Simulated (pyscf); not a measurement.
Structures and frequencies: ωB97X-D3(BJ)/def2-SVP in PySCF.

Problem. For the elementary gas-phase step silylamine (H₂N–SiH₃) + amino radical (NH₂•) -> H₂N–SiH₂• + ammonia (NH₃) (doublet surface; H–Si broken, H–N formed), what barrier and reaction energy does ωB97X-D3(BJ)/def2-TZVP give, measured from the separated reactants?

Solution. ΔE‡ = 15.9 kJ/mol, ΔE = -75.7 kJ/mol. ωB97M-D3(BJ)/def2-TZVP gives 18.2 kJ/mol and -78.3 kJ/mol. Zero-point energy shifts the barrier by +2.6 kJ/mol. It is a hydrogen abstraction, with an imaginary mode of 880i cm⁻¹. One saddle was located; it need not be the lowest between these sides. The angle at the transferred H is 158°.
